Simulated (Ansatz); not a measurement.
Input file:

```yaml
crystal:
  periodic: [false, false, false]
  atoms:
    - {symbol: N, position_ang: [0.000000, -0.077978, 1.481722]}
    - {symbol: Ga, position_ang: [0.000000, 0.038326, -0.340129]}
    - {symbol: H, position_ang: [0.000000, -0.949104, 1.989085]}
    - {symbol: H, position_ang: [0.000000, 0.715757, 2.099370]}
    - {symbol: H, position_ang: [0.000000, -1.334192, -1.151029]}
basis:
  gaussian: {orbitals: STO-3G, fitting: {mean_field: def2-universal-jkfit}}
total_charge: 1
magnetization: {spin_polarized: true, initial_magnetization: 2}
correlation: {method: mp2, electrons: outside_noble_gas}
```

```sh
$ ansatz run in.yaml --threads 1 --pin off --events-out ev --progress --plain --max-ram 2393MiB
```

The program prints:

```
397 factors; integrals over basis functions are off by at most 1.6e-2 eV
mean field evaluation 1: about -53224.8196 eV, gradient 3.0e1 eV
mean field evaluation 2: about -53228.7770 eV, gradient 2.2e1 eV
mean field evaluation 4: about -53232.0817 eV, gradient 1.7e0 eV
mean field evaluation 8: about -53232.2411 eV, gradient 5.9e-1 eV
mean field evaluation 16: about -53223.7769 eV, gradient 1.9e1 eV
mean field evaluation 32: about -53230.7804 eV, gradient 4.9e-1 eV
mean field evaluation 64: about -53228.6408 eV, gradient 3.3e0 eV
mean field evaluation 96: about -53232.2680 eV, gradient 2.7e0 eV
mean field evaluation 128: about -53228.3575 eV, gradient 1.1e1 eV
mean field evaluation 160: about -53232.3930 eV, gradient 4.2e-1 eV
mean field evaluation 192: about -53232.1061 eV, gradient 3.0e0 eV
mean field evaluation 224: about -53232.2432 eV, gradient 5.9e-1 eV
mean field -53232.40319506 eV, -1956.2547351998 hartree, gradient 2.1e-6 eV, S^2 2.502350; 17 other end points of the search recorded, 0 dependent functions left out
15 core orbitals not correlated, not the lowest: weight in the atoms' cores, before any rotation towards them, 0.014 or more for the frozen orbitals, at most 0.386 for the correlated occupied ones
reference -53232.40319506 eV, -1956.2547351998 hartree; 6, 4 occupied and 5, 7 virtual orbitals, 397 factors
second order -1.57501310 eV of doubles, -0.00000000 eV of singles
Total energy: -53233.97820817 eV, -1956.3126158638 hartree
```

Ran on 1 thread of Arm Neoverse V2, shared host: 2.8 s wall, 0.07 GiB peak host memory.
